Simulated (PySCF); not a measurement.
# The bond of BP−, level by level

One job finds the state of BP−, follows it along the bond with each method and fits the curves.

Computed with PySCF 2.14.0. Level: B aug-cc-pVDZ-DK, P aug-cc-pVDZ-DK, spin-free X2C with a Gaussian nucleus.

2 further runs of the same task are left out: 2 set aside as unsound or not needed.

## Step 1: The job

A driver script around PySCF takes these settings:

```json
{
  "atoms": "B, P",
  "charge": "-1",
  "basis": "B aug-cc-pVDZ-DK, P aug-cc-pVDZ-DK",
  "Hamiltonian": "spin-free X2C with a Gaussian nucleus",
  "basis functions": "50",
  "electrons treated": "21",
  "masses in u": "11.0093, 30.9738",
  "levels": "PBE0, PBE, r²SCAN, PBEsol, B3LYP, BLYP, HSE06, MP2, SCS-MP2, CCSD, CCSD(T)",
  "grid": "80 radial by 434 angular points",
  "occupations": "held fixed by the projection of orbital angular momentum",
  "dissociation limit": "B + P−, each in its ground configuration",
  "starting distance in angstrom": "1.980",
  "values of 2S to try": "1, 3"
}
```

The runs that follow: The PBE0 curve of the state that the search chose; Excited determinants; PBE (GGA); r²SCAN; PBEsol (GGA); B3LYP (global hybrid GGA); BLYP; HSE06; Adding correlation.

Before running it: what results should come out? Wanted: for each run, Re; ωe; De; μ.

**Answer**, as computed:

Lowest PBE0 solution found, without spin–orbit coupling: ²Σ⁺ (doublet), unpaired electrons σ ↑. State 2 has its PBE0 minimum 0.81 eV higher. The other levels ran on the lowest alone.

```tsv
level	Re (Å)	ωe (cm⁻¹)	De (eV)	μ (D)
ROHF-MP2	1.738	991	5.26	n/a
ROHF-SCS-MP2	1.737	992	4.99	n/a
ROHF-CCSD	1.729	1022	4.59	n/a
ROHF-CCSD(T)	1.743	985	4.89	n/a
PBE	1.726	1002	5.61	1.15
PBEsol	1.723	1010	5.89	1.14
BLYP	1.731	979	5.22	1.17
r²SCAN	1.714	1041	5.51	0.86
B3LYP	1.715	1021	5.10	0.96
PBE0	1.710	1046	5.33	0.89
HSE06	1.711	1042	5.32	0.89
```

De is counted to B + P− in their ground configurations. A positive dipole points from B to P; in an ion it is taken about the centre of mass and does not tell which atom is negative.

What this shows: Bond lengths run from 1.710 Å (PBE0) to 1.743 Å (ROHF-CCSD(T)). Of the levels with a De here, ROHF-CCSD gives the least (4.59 eV) and PBEsol the most (5.89 eV).

Correlated steps freeze 6 core orbitals. T1 is 0.041 near the minimum (highest on the curve 0.051), which may point to more than one leading configuration. With some functionals the highest level of the anion is positive, from self-interaction error or because the anion is truly unbound there; the finite basis then holds the extra electron, and no neutral molecule was run to test the binding.
